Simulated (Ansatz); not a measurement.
Cost and result for the atomization energy of `NC(=O)O` (7 atoms, 6 bonds).

Z-matrix (Å, degrees):
```
N
C 1 1.349
H 1 1.002 2 121.2
H 1 1.002 2 118.3 3 178.0
O 2 1.206 1 125.8 3 -178.9
O 2 1.352 1 110.8 3 1.2
H 6 0.964 2 105.5 1 179.9
```

Total charge 0; spin multiplicity 1. The structure was optimised at the PBE0-D4/def2-TZVP level. It is one conformer, not always the lowest. Program: Ansatz. All runs use 2 threads of an Arm Neoverse V1 on a shared host. Times are those of one run each, without the atoms' runs, and a repeat can differ threefold. Electronic energies, without spin–orbit coupling; frozen cores. CCSD(T)/CBS adds CCSD(T) − MP2 in def2-TZVPP to the MP2 limit, and its time is that of the two runs behind it. T1 = 0.014. HSE06 is the plane-wave form, built on full-range PBE exchange.

CCSD(T)/CBS is a level of theory with its own doubt, some kJ/mol a heavy atom from the limit and from the frozen cores, so smaller differences don't rank the functionals.

| level | functions | wall time |
| --- | --- | --- |
| revPBE-D4/def2-TZVPP | 166 | 1.6 s |
| BLYP-D4/def2-TZVPP | 166 | 1.7 s |
| PBE-D4/def2-TZVPP (with forces) | 166 | 2 s |
| CCSD(T)/def2-SVP | 71 | 2 s |
| BHLYP-D4/def2-TZVPP | 166 | 2.1 s |
| HSE06-D4/def2-TZVPP | 166 | 2.2 s |
| B2PLYP/def2-TZVPP | 166 | 3.6 s |
| ωB97X-V/def2-TZVPP | 166 | 6 s |
| B97M-V/def2-TZVPP | 166 | 7 s |
| ωB97M-V/def2-TZVPP (with forces) | 166 | 8 s |
| MP2/def2-QZVPP | 318 | 11 s |
| CCSD(T)/def2-TZVPP | 166 | 37 s |
| CCSD(T)/CBS(def2) | – | 47 s |

(1) What atomization energy does each give, and how far from CCSD(T)/CBS? (An estimate is asked.)

Answers

(1) Ansatz gave: 
| level | atomization (kcal/mol) | difference from CCSD(T)/CBS | per bond |
| --- | --- | --- | --- |
| revPBE-D4/def2-TZVPP | 694.9 | 7.1 | 1.2 |
| BLYP-D4/def2-TZVPP | 699.6 | 11.8 | 2.0 |
| PBE-D4/def2-TZVPP (with forces) | 720.2 | 32.4 | 5.4 |
| CCSD(T)/def2-SVP | 644.2 | -43.6 | -7.3 |
| BHLYP-D4/def2-TZVPP | 651.8 | -36.0 | -6.0 |
| HSE06-D4/def2-TZVPP | 692.9 | 5.1 | 0.8 |
| B2PLYP/def2-TZVPP | 683.3 | -4.5 | -0.8 |
| ωB97X-V/def2-TZVPP | 691.8 | 4.0 | 0.7 |
| B97M-V/def2-TZVPP | 688.2 | 0.4 | 0.1 |
| ωB97M-V/def2-TZVPP (with forces) | 693.1 | 5.3 | 0.9 |
| MP2/def2-QZVPP | 702.0 | 14.2 | 2.4 |
| CCSD(T)/def2-TZVPP | 664.6 | -23.2 | -3.9 |
| CCSD(T)/CBS(def2) | 687.8 | 0.0 | 0.0 |

From PBE to PBE0 (25 % exact exchange), in def2-TZVPP and without D4, the atomization energy moves by −27.8 kcal/mol: exact exchange takes away binding that semilocal exchange gives to molecules. The D4 term adds +3.3 kcal/mol with B3LYP and +1.7 kcal/mol with PBE0; it sums over pairs of atoms, weighted by their polarisabilities, and B3LYP, whose exchange is more repulsive, gets the larger term. In def2-TZVPP, CCSD(T) changes the Hartree–Fock value by +218.5 kcal/mol (the triples alone add +15.0 kcal/mol) and MP2 by +242.2 kcal/mol; breaking electron pairs costs correlation energy, which Hartree–Fock lacks.

B3LYP here is the variant with VWN-RPA as its local correlation; programs differ in this.
